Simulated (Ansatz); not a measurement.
Which is lower?

Two relaxed structures of CH₃OSi, doublet (PBE0-D4/def2-TZVP; forces vanish, vibrations not checked).

A:

| atom | x (Å) | y (Å) | z (Å) |
| --- | --- | --- | --- |
| C1 | -1.1635 | -0.4069 | -0.6303 |
| Si2 | 0.3214 | 0.2497 | -0.2901 |
| O3 | 1.1131 | 0.2311 | 1.1374 |
| H4 | -2.1232 | -0.8330 | -0.8445 |
| H5 | 1.1769 | 0.9682 | -1.2424 |
| H6 | 0.6754 | -0.2091 | 1.8699 |

B:

C1  (0.390, 0.290, -0.308)
Si2  (-1.115, -0.327, -1.196)
O3  (0.670, 0.137, 0.979)
H4  (-1.625, -0.925, 0.136)
H5  (1.195, 0.848, -0.790)
H6  (-0.064, -0.361, 1.374)
(Å)

Computed with Ansatz 0.2.0 (basis: def2-TZVPP); correlated methods freeze the cores; orbitals are unrestricted. B3LYP uses VWN-RPA correlation.

(1) Which structure is lower at CCSD(T), and by how much? (An estimate is asked for; the value comes from the calculation.)

No T1 diagnostic of these runs exceeds 0.029. ⟨S²⟩ of the unrestricted Hartree–Fock references: 0.76 to 0.88 (a pure state has 0.75). The unrestricted reference is spin-contaminated, which hurts MP2 most.

Results:

(1) The calculation gives: A, by 52.4 kJ/mol (electronic energy, against the other). By their contacts, A is CH₃OSi ([CH][SiH][OH]) and B is CH₃OSi ([OH][CH][SiH]).

All methods give the same order:

| method | E(B) − E(A) (kJ/mol) |
| --- | --- |
| PBE-D4 | 23.1 |
| r2SCAN-D4 | 54.7 |
| PBE0-D4 | 35.9 |
| B3LYP-D4 | 40.9 |
| wB97M-V | 39.6 |
| HF | 80.6 |
| MP2 | 57.3 |
| CCSD | 55.5 |
| CCSD(T) | 52.4 |

Labels in which every atom is bracketed show which atoms are joined, not bond orders.

For scale, one of the runs: CCSD(T)/def2-TZVPP, 146 basis functions, launched by `ansatz run in.yaml --threads 2 --pin off --events-out ev --progress --plain --max-ram 4352MiB`. The run took 46 s on 2 CPU threads of an Arm Neoverse V1 (shared host), with 2 GiB of host memory at its peak.
